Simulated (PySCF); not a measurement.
Atoms are numbered as in `[F:1][CH:2]1[CH2:3][S:4][CH2:5]1`. Each H is labelled by its parent atom. Ha(C3), Ha(C5) are cis to F1 on the ring; Hb(C3), Hb(C5) are trans to F1 on the ring.

Geometry: GFN2-xTB; GIAO absolute shieldings from PySCF 2.14.0 with density-fitted response routines, gas phase, non-relativistic, averaged over equivalent atoms.

At BHandHLYP/pcSseg-1 (117 basis functions, 11 s wall time on 1 thread of an Intel Xeon Platinum 8259CL, shared host):
| atoms | σ (ppm) |
| --- | --- |
| F1 | 345.4 |
| C2 | 100.2 |
| C3/C5 | 146.4 |
| S4 | 611.6 |
| H(C2) | 26.50 |
| Ha(C3)/Ha(C5) | 28.05 |
| Hb(C3)/Hb(C5) | 28.65 |

Q: Estimate the result of repeating the calculation with OLYP/IGLO-II.

A: 
| atoms | σ at OLYP/IGLO-II | change |
| --- | --- | --- |
| F1 | 308.7 | -36.7 |
| C2 | 96.3 | -3.9 |
| C3/C5 | 144.3 | -2.1 |
| S4 | 588.7 | -22.9 |
| H(C2) | 26.45 | -0.05 |
| Ha(C3)/Ha(C5) | 28.32 | +0.27 |
| Hb(C3)/Hb(C5) | 28.82 | +0.17 |

The largest change is at F1 (fluorine on an sp3 carbon). Cost: 153 basis functions, 18 s wall time on 1 thread of an Intel Xeon Platinum 8259CL, shared host.
